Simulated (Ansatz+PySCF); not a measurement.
Values are calculated unless marked as measured or tabulated.
# Several solutions for singlet CH₂

```yaml
atoms:
  - { symbol: C, position_ang: [0.0000, 0.0000, -0.1940] }
  - { symbol: H, position_ang: [0.0000, 0.9308, 0.5820] }
  - { symbol: H, position_ang: [0.0000, -0.9308, 0.5820] }
```

Basis set: def2-SVP (spherical functions). Charge 0, multiplicity 1.

UHF was run from several starts with Ansatz (development build ahead of 0.2.0) and PySCF 2.14.0.

| run | program | start | converged | energy (hartree) | <S²> |
| --- | --- | --- | --- | --- | --- |
| A | Ansatz | atomic start, no search | yes | -38.83303 | 0.00 |
| B | PySCF | guess huckel, instabilities followed | yes | -38.85046 | 0.70 |
| C | Ansatz | search for the lowest state | yes | -38.85046 | 0.70 |
| D | PySCF | program defaults | yes | -38.83303 | 0.00 |
| E | PySCF | guess 1e, instabilities followed | yes | -38.85046 | 0.70 |
| F | PySCF | guess minao, instabilities followed | yes | -38.85046 | 0.70 |
| G | Ansatz | stability test followed | yes | -38.85046 | 0.70 |
| H | PySCF | guess atom, instabilities followed | yes | -38.85046 | 0.70 |

**Question.** Which runs reached the lowest solution of this kind, and what is wrong with the others?

**Answer.** B, C, E, F, G, H reached the lowest solution found. Converged but too high: A by 0.47 eV, D by 0.47 eV. Convergence only shows a stationary point, and even a stable one can lie too high; stability tests and further starts are what find lower ones. Caution: another spin multiplicity may lie lower. Caution: the unrestricted determinant is spin contaminated. Caution: the determinant breaks the point group.
